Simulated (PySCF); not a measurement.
# C3H7Cl (Propane, 2-chloro-): the cost of one run

Programs: PySCF 2.14.0, with density-fitted response routines of our own. Each step states its level of theory. These are calculated values for one molecule in the gas phase, unless marked as measured. Atoms are numbered from 0 throughout.

## (1) The molecule as given

11 atoms, charge 0, multiplicity 1; geometry from: MMFF94s. The atoms were then displaced at random by about 0.03 Å, so the start is not that level's minimum.

Bonds of the start (Å): C0–C1 1.52, C1–C2 1.48, C1–Cl3 1.79, C0–H4 1.04, C0–H5 1.03, C0–H6 1.15, C1–H7 1.10, C2–H8 1.18, C2–H9 1.08, C2–H10 1.10.

## (2) Relaxing the molecule at PBE0-D3(BJ)/def2-SVP

What the job is given:

```
{"job": {"xc": "PBE0", "basis": "def2-SVP", "d3": "d3bj", "grid": 1, "shake": 0.03, "kind": "geom"}, "charge": 0, "multiplicity": 1}
C     -1.101110    -0.614570     0.149240
C     -0.151460     0.502430    -0.254850
C      1.226760     0.008810    -0.064860
Cl    -0.298610     1.998540     0.713090
H     -1.079700    -0.843650     1.158810
H     -1.044310    -1.427300    -0.475250
H     -2.152620    -0.177700    -0.028020
H     -0.226870     0.813900    -1.312350
H      1.465790    -0.232730     1.066270
H      1.468060    -0.882050    -0.617850
H      1.992120     0.768820    -0.303330
```

On the command line:

```bash
$ OMP_NUM_THREADS=1 python probes_run.py task.json out
```

The driver reads the jobs from task.json and runs them one after another.

Q: Estimate the wall time and peak memory of this first job on 1 thread of Arm Neoverse V2, shared host.

About 20 s, with a peak of 0.38 GiB.
